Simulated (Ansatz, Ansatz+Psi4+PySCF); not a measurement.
```xyz
9

C     0.2622    0.8296    0.0000
C     0.5873   -0.6419    0.0000
C    -0.8496   -0.1877    0.0000
H     0.4399    1.3916   -0.9092
H     0.4399    1.3916    0.9091
H    -1.4252   -0.3147   -0.9091
H    -1.4252   -0.3147    0.9091
H     0.9853   -1.0766    0.9092
H     0.9853   -1.0766   -0.9092
```

Basis set: cc-pVTZ (spherical functions). Left uncorrelated: 3 orbitals. Charge 0, multiplicity 1.

Computed with Ansatz (development build ahead of 0.2.0); each method stands on the lowest determinant of its kind that the runs found. Restricted open shells among the atoms or ions are ROHF, correlated in semicanonical orbitals with singles.

Task: Give the atomization energy at this shape (free ground-state atoms in the same class of orbitals less the molecule, no zero-point energy) of singlet C₃H₆ by RHF-MP2, RHF.

Result:

```json
{"method": "RHF-MP2", "atomization energy": "3528.1 kJ/mol"}
{"method": "RHF", "atomization energy": "2735.6 kJ/mol"}
```
